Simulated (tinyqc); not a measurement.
Inside a calculation. Method: UKS/B3LYP (VWN-RPA form) in the sto-3g basis, for LiH, spin multiplicity 3. This run ends on a higher stationary point, not on the lowest solution. One step of it, computed by the program tinyqc.

Question. Iteration 2: building the Kohn-Sham matrix. J_ij = sum D_kl (ij|kl) with D = D(alpha) + D(beta), K_ij = sum D_kl (ik|jl) for each spin; F = H + J - 0.2 K(s) + V_xc; E = tr D H + tr D J / 2 - 0.1 sum_s tr D(s) K(s) + E_xc + E_nn.

D(alpha) after iteration 1, order 1Li 1s, 1Li 2s, 1Li 2px, 1Li 2py, 1Li 2pz, 2H 1s:
$$\begin{pmatrix}
0.991571 & 0.022889 & 0.000000 & 0.000000 & -0.024485 & -0.104707 \\
0.022889 & 0.039460 & 0.000000 & 0.000000 & 0.038871 & 0.153959 \\
0.000000 & 0.000000 & 0.225442 & -0.417873 & 0.000000 & 0.000000 \\
0.000000 & 0.000000 & -0.417873 & 0.774558 & 0.000000 & 0.000000 \\
-0.024485 & 0.038871 & 0.000000 & 0.000000 & 0.040551 & 0.160986 \\
-0.104707 & 0.153959 & 0.000000 & 0.000000 & 0.160986 & 0.639166
\end{pmatrix}$$

D(beta) after iteration 1, order 1Li 1s, 1Li 2s, 1Li 2px, 1Li 2py, 1Li 2pz, 2H 1s:
$$\begin{pmatrix}
0.974934 & 0.046833 & 0.000000 & 0.000000 & 0.002898 & 0.001155 \\
0.046833 & 0.002250 & 0.000000 & 0.000000 & 0.000139 & 0.000056 \\
0.000000 & 0.000000 & 0.000000 & 0.000000 & 0.000000 & 0.000000 \\
0.000000 & 0.000000 & 0.000000 & 0.000000 & 0.000000 & 0.000000 \\
0.002898 & 0.000139 & 0.000000 & 0.000000 & 0.000009 & 0.000003 \\
0.001155 & 0.000056 & 0.000000 & 0.000000 & 0.000003 & 0.000001
\end{pmatrix}$$

core Hamiltonian H = T + V (hartree), order 1Li 1s, 1Li 2s, 1Li 2px, 1Li 2py, 1Li 2pz, 2H 1s:
$$\begin{pmatrix}
-4.747720 & -1.066952 & 0.000000 & 0.000000 & -0.017172 & -0.337732 \\
-1.066952 & -1.401507 & 0.000000 & 0.000000 & -0.124930 & -0.725384 \\
0.000000 & 0.000000 & -1.140618 & 0.000000 & 0.000000 & 0.000000 \\
0.000000 & 0.000000 & 0.000000 & -1.140618 & 0.000000 & 0.000000 \\
-0.017172 & -0.124930 & 0.000000 & 0.000000 & -1.241052 & -0.863726 \\
-0.337732 & -0.725384 & 0.000000 & 0.000000 & -0.863726 & -1.488103
\end{pmatrix}$$

Two-electron integrals (ij|kl) in chemists' order, unique and non-zero (hartree):
```
(11|11) 1.680395   (21|11) 0.265420   (21|21) 0.049941   (22|11) 0.397727
(22|21) 0.092860   (22|22) 0.290562   (31|31) 0.008981   (32|31) 0.013788
(32|32) 0.064184   (33|11) 0.396640   (33|21) 0.092880   (33|22) 0.290497
(33|33) 0.312946   (41|41) 0.008981   (42|41) 0.013788   (42|42) 0.064184
(43|43) 0.016869   (44|11) 0.396640   (44|21) 0.092880   (44|22) 0.290497
(44|33) 0.279207   (44|44) 0.312946   (51|51) 0.008981   (52|51) 0.013788
(52|52) 0.064184   (53|53) 0.016869   (54|54) 0.016869   (55|11) 0.396640
(55|21) 0.092880   (55|22) 0.290497   (55|33) 0.279207   (55|44) 0.279207
(55|55) 0.312946   (61|11) 0.079553   (61|21) 0.015037   (61|22) 0.028406
(61|33) 0.028071   (61|44) 0.028071   (61|51) 0.001775   (61|52) 0.003414
(61|55) 0.029090   (61|61) 0.004948   (62|11) 0.158838   (62|21) 0.037393
(62|22) 0.120467   (62|33) 0.114642   (62|44) 0.114642   (62|51) 0.006119
(62|52) 0.034661   (62|55) 0.131991   (62|61) 0.013381   (62|62) 0.078877
(63|31) 0.003272   (63|32) 0.014474   (63|53) 0.005577   (63|63) 0.006212
(64|41) 0.003272   (64|42) 0.014474   (64|54) 0.005577   (64|64) 0.006212
(65|11) 0.188908   (65|21) 0.045003   (65|22) 0.150756   (65|33) 0.140763
(65|44) 0.140763   (65|51) 0.009544   (65|52) 0.053002   (65|55) 0.170553
(65|61) 0.016871   (65|62) 0.108820   (65|65) 0.152861   (66|11) 0.340036
(66|21) 0.081544   (66|22) 0.285792   (66|33) 0.261219   (66|44) 0.261219
(66|51) 0.016088   (66|52) 0.107240   (66|55) 0.334487   (66|61) 0.030765
(66|62) 0.230081   (66|65) 0.330824   (66|66) 0.774606
```

nuclear repulsion = 1.02487517 hartree

V_xc(alpha) (hartree), order 1Li 1s, 1Li 2s, 1Li 2px, 1Li 2py, 1Li 2pz, 2H 1s:
$$\begin{pmatrix}
-0.890039 & -0.119854 & 0.000000 & 0.000000 & -0.001445 & -0.036725 \\
-0.119854 & -0.172352 & 0.000000 & 0.000000 & -0.030285 & -0.111354 \\
0.000000 & 0.000000 & -0.152238 & 0.024372 & 0.000000 & 0.000000 \\
0.000000 & 0.000000 & 0.024372 & -0.183831 & 0.000000 & 0.000000 \\
-0.001445 & -0.030285 & 0.000000 & 0.000000 & -0.176662 & -0.152541 \\
-0.036725 & -0.111354 & 0.000000 & 0.000000 & -0.152541 & -0.379038
\end{pmatrix}$$

V_xc(beta) (hartree), order 1Li 1s, 1Li 2s, 1Li 2px, 1Li 2py, 1Li 2pz, 2H 1s:
$$\begin{pmatrix}
-0.884893 & -0.118880 & 0.000000 & 0.000000 & -0.001943 & -0.036355 \\
-0.118880 & -0.139284 & 0.000000 & 0.000000 & -0.016061 & -0.068183 \\
0.000000 & 0.000000 & -0.133028 & 0.004830 & 0.000000 & 0.000000 \\
0.000000 & 0.000000 & 0.004830 & -0.139305 & 0.000000 & 0.000000 \\
-0.001943 & -0.016061 & 0.000000 & 0.000000 & -0.142132 & -0.085083 \\
-0.036355 & -0.068183 & 0.000000 & 0.000000 & -0.085083 & -0.163730
\end{pmatrix}$$

E_xc = sum of w rho eps_xc = -1.79684189 hartree

Give: Coulomb J; exchange K(alpha); exchange K(beta); F(alpha); F(beta); total energy of this density.

Answer.

Coulomb J (hartree), order 1Li 1s, 1Li 2s, 1Li 2px, 1Li 2py, 1Li 2pz, 2H 1s:
$$\begin{pmatrix}
4.0814 & 0.7044 & 0.0000 & 0.0000 & 0.0156 & 0.2174 \\
0.7044 & 1.3719 & 0.0000 & 0.0000 & 0.1000 & 0.6487 \\
0.0000 & 0.0000 & 1.3450 & -0.0141 & 0.0000 & 0.0000 \\
0.0000 & 0.0000 & -0.0141 & 1.3635 & 0.0000 & 0.0000 \\
0.0156 & 0.1000 & 0.0000 & 0.0000 & 1.4003 & 0.8262 \\
0.2174 & 0.6487 & 0.0000 & 0.0000 & 0.8262 & 1.6406
\end{pmatrix}$$

exchange K(alpha) (hartree), order 1Li 1s, 1Li 2s, 1Li 2px, 1Li 2py, 1Li 2pz, 2H 1s:
$$\begin{pmatrix}
1.6814 & 0.2935 & 0.0000 & 0.0000 & -0.0013 & 0.0888 \\
0.2935 & 0.2229 & 0.0000 & 0.0000 & 0.1337 & 0.2719 \\
0.0000 & 0.0000 & 0.1059 & -0.1237 & 0.0000 & 0.0000 \\
0.0000 & 0.0000 & -0.1237 & 0.2685 & 0.0000 & 0.0000 \\
-0.0013 & 0.1337 & 0.0000 & 0.0000 & 0.2086 & 0.3418 \\
0.0888 & 0.2719 & 0.0000 & 0.0000 & 0.3418 & 0.6947
\end{pmatrix}$$

exchange K(beta) (hartree), order 1Li 1s, 1Li 2s, 1Li 2px, 1Li 2py, 1Li 2pz, 2H 1s:
$$\begin{pmatrix}
1.6634 & 0.2801 & 0.0000 & 0.0000 & 0.0014 & 0.0867 \\
0.2801 & 0.0581 & 0.0000 & 0.0000 & 0.0004 & 0.0183 \\
0.0000 & 0.0000 & 0.0102 & 0.0000 & 0.0000 & 0.0000 \\
0.0000 & 0.0000 & 0.0000 & 0.0102 & 0.0000 & 0.0000 \\
0.0014 & 0.0004 & 0.0000 & 0.0000 & 0.0102 & 0.0024 \\
0.0867 & 0.0183 & 0.0000 & 0.0000 & 0.0024 & 0.0065
\end{pmatrix}$$

F(alpha) (hartree), order 1Li 1s, 1Li 2s, 1Li 2px, 1Li 2py, 1Li 2pz, 2H 1s:
$$\begin{pmatrix}
-1.8926 & -0.5410 & 0.0000 & 0.0000 & -0.0028 & -0.1749 \\
-0.5410 & -0.2465 & 0.0000 & 0.0000 & -0.0820 & -0.2425 \\
0.0000 & 0.0000 & 0.0309 & 0.0350 & 0.0000 & 0.0000 \\
0.0000 & 0.0000 & 0.0350 & -0.0146 & 0.0000 & 0.0000 \\
-0.0028 & -0.0820 & 0.0000 & 0.0000 & -0.0591 & -0.2585 \\
-0.1749 & -0.2425 & 0.0000 & 0.0000 & -0.2585 & -0.3655
\end{pmatrix}$$

F(beta) (hartree), order 1Li 1s, 1Li 2s, 1Li 2px, 1Li 2py, 1Li 2pz, 2H 1s:
$$\begin{pmatrix}
-1.8839 & -0.5374 & 0.0000 & 0.0000 & -0.0038 & -0.1741 \\
-0.5374 & -0.1805 & 0.0000 & 0.0000 & -0.0411 & -0.1486 \\
0.0000 & 0.0000 & 0.0693 & -0.0093 & 0.0000 & 0.0000 \\
0.0000 & 0.0000 & -0.0093 & 0.0815 & 0.0000 & 0.0000 \\
-0.0038 & -0.0411 & 0.0000 & 0.0000 & 0.0151 & -0.1231 \\
-0.1741 & -0.1486 & 0.0000 & 0.0000 & -0.1231 & -0.0126
\end{pmatrix}$$

total energy of this density = -7.786402 hartree
